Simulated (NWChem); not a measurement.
Species: Li2; SMILES [Li][Li]

Computed with NWChem. Geometry: optimised at PBE0/def2-SVP.

Task: What does the run give for Hartree-Fock/def2-TZVPD? Quantities: highest occupied level (eV); orbital gap (eV).

Result: 
```yaml
highest occupied level (eV): -4.89
orbital gap (eV): 5.04
```
